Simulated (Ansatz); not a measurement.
**CH6ClSi− (SMILES [Cl-].C[SiH3]): molecular dynamics**

The task is to watch the atoms for 30 steps of 0.75 fs, started with velocities for 1500 K and run with a Nosé-Hoover thermostat.

Computed with Ansatz 0.2.0, Gaussian basis. Level: Hartree-Fock/def2-SVP.

103 further runs of the same task are left out: 103 set aside as unsound or not needed.

## Step 1: The system as given

The start, a pair relaxed at PBE0-D4: SMILES `[Cl-].C[SiH3]`, 9 atoms, charge -1, spin multiplicity 1.

Atoms are counted from 1 here; the program's logs count them from 0.

Bond lengths: C2–Si3 1.876 Å, C2–H4 1.090 Å, C2–H5 1.094 Å, C2–H6 1.094 Å, Si3–H7 1.483 Å, Si3–H8 1.525 Å, Si3–H9 1.483 Å. Angles: Si3–C2–H4 109.0°, Si3–C2–H5 110.0°, Si3–C2–H6 110.0°, H4–C2–H5 109.9°, H4–C2–H6 109.9°, H5–C2–H6 108.0°, C2–Si3–H7 115.8°, C2–Si3–H8 103.0°, C2–Si3–H9 115.8°, H7–Si3–H8 102.6°, H7–Si3–H9 114.3°, H8–Si3–H9 102.6°.

Coordinates:

```xyz
9

Cl   -0.6602   -0.1974   -2.6789
C    -0.2133    0.9832    0.4165
Si    0.3040   -0.7995    0.1432
H    -0.6010    1.3870   -0.5187
H     0.6444    1.5749    0.7514
H    -0.9829    1.0351    1.1930
H    -0.7984   -1.7603   -0.1014
H     0.8162   -1.2221    1.5165
H     1.4912   -1.0009   -0.7217
```

## Step 2: The run

Input file md/in.yaml:

```yaml
crystal:
  periodic: [false, false, false]
  atoms:
    - {symbol: Cl, position_ang: [-0.660234, -0.197393, -2.678938]}
    - {symbol: C, position_ang: [-0.213296, 0.983190, 0.416512]}
    - {symbol: Si, position_ang: [0.304000, -0.799549, 0.143169]}
    - {symbol: H, position_ang: [-0.601033, 1.387040, -0.518666]}
    - {symbol: H, position_ang: [0.644380, 1.574929, 0.751371]}
    - {symbol: H, position_ang: [-0.982883, 1.035073, 1.193005]}
    - {symbol: H, position_ang: [-0.798364, -1.760275, -0.101368]}
    - {symbol: H, position_ang: [0.816209, -1.222056, 1.516496]}
    - {symbol: H, position_ang: [1.491221, -1.000860, -0.721681]}
basis:
  gaussian: {orbitals: def2-SVP}
total_charge: -1
hamiltonian: {xc: hf}
md: {n_steps: 30, timestep: 0.75, temperature: 1500, ensemble: nvt_nose_hoover, seed: 286, initial_velocities: maxwell_boltzmann}
```

The run is started by

```sh
$ ansatz run in.yaml --threads 4 --pin off --events-out ev --progress --plain --max-ram 9574MiB
```

Before running it: what results should come out? Wanted: temperature at the start; mean temperature, second half; lowest and highest potential energy, from the first frame; largest change of potential + kinetic.

**Answer**, as computed:

```
                                                 quantity              value
                                                   length  30 steps, 22.5 fs
                                 temperature at the start             1500 K
                            mean temperature, second half              979 K
lowest and highest potential energy, from the first frame      0 and 670 meV
                    largest change of potential + kinetic           17.1 meV
```

What this shows: The thermostat trades energy with the molecule, so the sum of potential and kinetic energy isn't conserved: it changes by +17 meV over the run. The mean temperature of the second half is still well below the 1500 K set. The temperature runs between 766 and 1500 K. The bonding pattern stays as it was.
